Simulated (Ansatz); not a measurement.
# CCl₂, SMILES Cl[C]Cl: harmonic frequencies at the relaxed geometry

With the Ansatz DFT code, driven from Python.

Notebook, run cell by cell (the value of a cell's last expression is shown):

**Cell 1**
```python
import ansatz as az
from ase import Atoms
from ase.thermochemistry import IdealGasThermo
import numpy as np

mol = (
    az.Crystal.molecule()
    .atom("Cl", (1.2806, -0.4498, 0.6555))
    .atom("C", (-0.1692, -0.4276, -0.1387))
    .atom("Cl", (-1.1114, 0.8774, -0.5168))
)
```

**Cell 2**
```python
calculation = mol.calculation().basis(gaussian="def2-SVP").functional("PBE0", dispersion="d3bj")
symbols = [site.symbol for site in mol.cartesian_sites]
start = np.array([site.position_ang for site in mol.cartesian_sites], dtype=float)
r = calculation.relax(force_tolerance=0.003).run(threads=1, pin="off").report
end = np.array(r["positions_ang"])
```

**Cell 3**
```python
print("bond        before    after (A)")
for i, j in [(0, 1), (1, 2)]:
    d0, d1 = (np.linalg.norm(xyz[i] - xyz[j]) for xyz in (start, end))
    print(f"{symbols[i]}{i}-{symbols[j]}{j}".ljust(10), f"{d0:8.4f} {d1:8.4f}")
```
Output:
```text
bond        before    after (A)
Cl0-C1       1.6532   1.7187
C1-Cl2       1.6534   1.7187
```

**Cell 4**
```python
# frequencies need a stationary point, so they are taken at the relaxed geometry
minimum = az.Crystal.molecule()
for symbol, xyz in zip(symbols, end):
    minimum = minimum.atom(symbol, xyz.tolist())
vibrating = minimum.calculation()
vibrating = vibrating.basis(gaussian="def2-SVP")
vibrating = vibrating.functional("PBE0", dispersion="d3bj")
vibrating = vibrating.phonons(temperatures=(100, 500, 100))
vib = vibrating.run(threads=1, pin="off").report["vibrations"]
sums = vib["harmonic_sums"]
modes = [m["omega_inv_cm"] for m in sums["modes_at_gamma"] if m["rigid_motion"] == "no"]
for number, w in enumerate(modes, start=1):
    print(f"mode {number:2d} {w:9.1f} 1/cm {w / 8065.544 * 1000:8.2f} meV")
print("imaginary modes:", sum(w < 0 for w in modes), " zero-point energy:", round(sums["zero_point_energy_ev"], 4), "eV")
# rigid rotor and ideal gas, symmetry number taken as one
gas = IdealGasThermo(vib_energies=[w / 8065.544 for w in modes if w > 0], geometry="linear" if len(modes) == 3 * len(symbols) - 5 else "nonlinear",
                     atoms=Atoms(symbols, positions=end), symmetrynumber=1, spin=0.0)
print(f"H(298 K) - E = {gas.get_enthalpy(298.15, verbose=False):.4f} eV")
print(f"S(298 K, 1 bar) = {96485.33 * gas.get_entropy(298.15, 1e5, verbose=False):.1f} J/(mol K) with symmetry number 1")
```
Output:
```text
mode  1     344.8 1/cm    42.74 meV
mode  2     753.8 1/cm    93.46 meV
mode  3     793.3 1/cm    98.36 meV
imaginary modes: 0  zero-point energy: 0.1173 eV
H(298 K) - E = 0.2348 eV
S(298 K, 1 bar) = 270.4 J/(mol K) with symmetry number 1
```

What to keep in mind:
- The frequencies are harmonic and unscaled, in a modest basis. The result belongs to the one conformer reached from this start, and soft torsions count as harmonic oscillators.
- The entropy takes a symmetry number of 1; a symmetric molecule's is lower by R ln(sigma).
- Wall time of the script: 14 s on 1 thread of Intel(R) Xeon(R) Platinum 8259CL CPU @ 2.50GHz (Skylake/Cascade Lake), with other jobs on the host, peak memory 0.23 GiB.

(Lines on the test bed's own set-up are left out of the output.)
